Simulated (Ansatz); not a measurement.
Down a group: vertical ionisation energies of H2B–F, H₂B–Cl

Ansatz 0.2.0, functionals in def2-QZVPP, HF, MP2 and coupled cluster extrapolated from def2-TZVPP and def2-QZVPP (exp(−7.88 √X), X^−2.97); geometries are PBE0/def2-TZVP minima. Wave-function levels freeze the cores; HF, MP2 and coupled cluster are restricted for singlets and unrestricted otherwise, Kohn–Sham unrestricted where that lies lower. The best estimate adds to that CCSD(T) limit the step from CCSD(T) to the highest level run in a smaller set (CCSDT(Q)/cc-pVTZ). It lacks core correlation, which semilocal and hybrid functionals hold and which counts in their errors here, (a few kJ/mol in atomization energies of light atoms) is good to about 1 kcal/mol where the step is under 0.06 eV, as here, and is no measured value. An error is the level's value less this estimate. Energies are electronic, without zero-point terms. No spin–orbit coupling and no scalar relativity. B2PLYP's MP2 part freezes the cores and isn't at its limit in this set. CCSD(T)'s error is that step with its sign reversed, by construction, and steps from double-zeta sets run high. The species are chosen: bound, without strong static correlation by their natural occupations or amplitudes, in their lowest spin state as far as vertical gaps and like structures tell, with only the lowest ion state computed, and with a ladder that closes on the reference, so errors are smaller than for species at large; levels whose determinant breaks symmetry or spin markedly are left out.

```
        species                                    bonds (Å)                            quantity  symmetry of the states                         reference  value (eV)  error CCSD(T)  error PBE  error B97M-V  error wB97M-V  error B2PLYP
 H2B–F, singlet   B–F 1.317, B–H 1.197, angles at B 118/124°  vertical ionisation to the doublet                 A1 / B2  limit + step to CCSDT(Q)/cc-pVTZ      12.802          0.015     -0.723        -0.340         -0.276        -0.271
H2B–Cl, singlet  B–Cl 1.733, B–H 1.190, angles at B 118/124°  vertical ionisation to the doublet                 A1 / B2  limit + step to CCSDT(Q)/cc-pVTZ      11.658          0.029     -0.605        -0.314         -0.214        -0.217
```

The reference falls from F to Cl, by 1.144 eV in all.
